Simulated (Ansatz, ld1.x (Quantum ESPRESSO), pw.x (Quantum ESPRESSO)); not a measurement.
# From atom to crystal: RRKJ potential for Si (Z = 14)

ld1.x (Quantum ESPRESSO) 7.5 input, shortened:

```
&input
   title='Si', zed=14., rel=1, dft='PBE', iswitch=3,
   config='[Ne] 3s2 3p2 3d-2'
 /
 &inputp
   pseudotype=2, tm=.false., lloc=0,
   nlcc=.false.
 /
3
3P  2  1   2.00   0.00  2.25  2.25  0.0
3D  3  2  -2.00   0.15  1.90  1.90  0.0
3S  1  0   2.00   0.00  1.90  1.90  0.0
 &test
   configts(1)='3s2 3p2'
 /
```

Atomic tests: cutoffs needed: 18 Ry and 35 Ry (the cutoffs (Ry, on a coarse ladder) from which the occupation-weighted sum of valence levels, in a spherical-Bessel basis at the reference potential, stays within 10 and 1 mRy of its value at 400 Ry); ghost test: no extra level below or beside the all-electron valence levels (p, d, s, f tested) (spherical-Bessel basis up to 400 Ry, 20 bohr box); largest excitation error: +98 meV (all-electron minus pseudo) for 3s1 3p0, out of 7 test configurations.

Crystal test: diamond Si in pw.x 7.5, no spin, 8³ k-points, Fermi–Dirac smearing 0.01 Ry, cutoffs 45/180 Ry. The reference is all-electron LAPW (Ansatz 0.2.0) with the same functional, mesh and smearing; V0 and B0 come from Birch–Murnaghan fits to the pressures at five volumes. Errors are pseudo minus all-electron; Δ is the rms difference of the E(V) curves that follow from these fits, minima aligned, over ±6 % about the mean V0. Mesh and smearing are coarse, so the numbers serve the comparison and aren't converged zero-temperature values; the lattice is a test structure that the element need not adopt.

| V (Å³/atom) | P all-electron (GPa) | P pseudo (GPa) |
| --- | --- | --- |
| 19.440 | 5.01 | 4.66 |
| 19.951 | 2.31 | 2.02 |
| 20.463 | -0.05 | -0.30 |
| 20.975 | -2.12 | -2.33 |
| 21.486 | -3.93 | -4.10 |

All-electron: a0 = 5.469 Å (V0 = 20.45 Å³/atom), B0 = 88.5 GPa.

Pseudopotential: mean pressure error (GPa): -0.25; a0 (Å): 5.464; a0 error (%): -0.09; B0 error (%): -0.7; Δ (meV/atom): 1.1.

Question: At the middle volume, how do free energy and pressure move when the wave cutoff is lowered (ecutrho kept at four times it)?

Answer:

```tsv
cutoff (Ry)	shift of F (meV/atom)	shift of P (GPa)
20	+92.2	-0.98
27	+32.7	-0.80
36	+4.0	-0.22
```

Input at the middle volume:

```
&control
  calculation='scf', prefix='x', pseudo_dir='./', outdir='./tmp', tstress=.true., disk_io='none'
/
&system
  ibrav=0, nat=2, ntyp=1, ecutwfc=45, ecutrho=180, nbnd=11,
  occupations='smearing', smearing='fd', degauss=0.01
/
&electrons
  conv_thr=1e-09, mixing_beta=0.4, electron_maxstep=70
/
ATOMIC_SPECIES
Si 1.0 Si.UPF
CELL_PARAMETERS angstrom
  0.00000000 2.73520428 2.73520428
  2.73520428 0.00000000 2.73520428
  2.73520428 2.73520428 0.00000000
ATOMIC_POSITIONS crystal
Si 0.0000 0.0000 0.0000
Si 0.2500 0.2500 0.2500
K_POINTS automatic
8 8 8 0 0 0
```

```bash
pw.x < Si.scf.in > Si.scf.out
```

Lines of the output:

```
Message from routine setup:
     using ibrav=0 with symmetry is DISCOURAGED, use correct ibrav instead
     lattice parameter (alat)  =       7.3098  a.u.
     unit-cell volume          =     276.1823 (a.u.)^3
     number of electrons       =         8.00
     number of Kohn-Sham states=           11
     kinetic-energy cutoff     =      45.0000  Ry
     charge density cutoff     =     180.0000  Ry
     scf convergence threshold =      1.0E-09
     Exchange-correlation= PBE
     number of k points=    29  Fermi-Dirac smearing, width (Ry)=  0.0100
     iteration #  1     ecut=    45.00 Ry     beta= 0.40
     total energy              =     -15.75940768 Ry
     estimated scf accuracy    <       0.05514124 Ry
     iteration #  2     ecut=    45.00 Ry     beta= 0.40
     total energy              =     -15.75775403 Ry
     estimated scf accuracy    <       0.01556219 Ry
     iteration #  3     ecut=    45.00 Ry     beta= 0.40
     total energy              =     -15.75853234 Ry
     estimated scf accuracy    <       0.00024934 Ry
     iteration #  4     ecut=    45.00 Ry     beta= 0.40
     c_bands:  1 eigenvalues not converged
     total energy              =     -15.75854874 Ry
     estimated scf accuracy    <       0.00000069 Ry
     iteration #  5     ecut=    45.00 Ry     beta= 0.40
     total energy              =     -15.75854955 Ry
     estimated scf accuracy    <       0.00000006 Ry
     iteration #  6     ecut=    45.00 Ry     beta= 0.40
     total energy              =     -15.75854956 Ry
     estimated scf accuracy    <          1.3E-09 Ry
     iteration #  7     ecut=    45.00 Ry     beta= 0.40
     the Fermi energy is     6.2851 ev
!    total energy              =     -15.75854957 Ry
     estimated scf accuracy    <          3.7E-11 Ry
     smearing contrib. (-TS)   =      -0.00026942 Ry
     The total energy is F=E-TS. E is the sum of the following terms:
     one-electron contribution =       4.59996022 Ry
     hartree contribution      =       1.11201429 Ry
     xc contribution           =      -4.79540055 Ry
     ewald contribution        =     -16.67485410 Ry
     convergence has been achieved in   7 iterations
          total   stress  (Ry/bohr**3)                   (kbar)     P=       -2.98
     Message from routine punch:
     Nothing written, as per user request (disk_io='none')
```

The run at the middle volume (29 k-points, 7 iterations) took about 3.2 s on one core of a shared host (Neoverse-V2, 96 threads, 742 GiB, load 26).
